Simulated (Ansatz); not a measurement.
fcc Ir was calculated with rVV10 (PAW; Ansatz, an electronic-structure program).

Settings: plane-wave cutoff 520 eV, 24×24×24 k mesh, Fermi–Dirac smearing 0.05 eV, no spin polarisation, scalar-relativistic PAW data made under PBE.

Pressure at four volumes; x = ln(V/14.918 Å³). One pressure is withheld.

| V (Å³/atom) | x | P (GPa) |
|---|---|---|
| 14.023 | -0.0619 | ? |
| 14.321 | -0.0408 | 14.72 |
| 14.918 | 0.0000 | 0.05 |
| 15.813 | 0.0583 | -16.20 |

### Question
Pass a parabola P(x) through the three rows shown, estimate the bulk modulus and its pressure derivative near zero pressure, and predict the withheld pressure.

### Answer
Slopes between the rows: (0.05 − (14.72))/(0.0000 − (-0.0408)) = -359.56 and (-16.20 − (0.05))/(0.0583 − (0.0000)) = -278.73 GPa. Their difference over the span 0.0991 is c = 80.83/0.0991 = 815.6 GPa, so P(x) = 14.72 + (-359.56)(x − (-0.0408)) + 815.6 (x − (-0.0408))(x − (0.0000)). At the middle row B = −dP/dx = −[-359.56 + 815.6 × 0.0408] = 326.3 GPa, and B′ = dB/dP = 2c/B = 5.0. At x = -0.0619 the parabola gives 23.37 GPa; the run gives 23.51 GPa. The Birch–Murnaghan fit to the energies at all volumes has B0 = 324 GPa and B′ = 5.1.

Measured, for comparison: bulk modulus 365 GPa (corrected for temperature and zero-point phonon effects; as tabulated in Levämäki et al. (2014), arXiv:1402.3671). Computed (rounded) less measured: bulk modulus -11 %.

Spin–orbit coupling is not included.
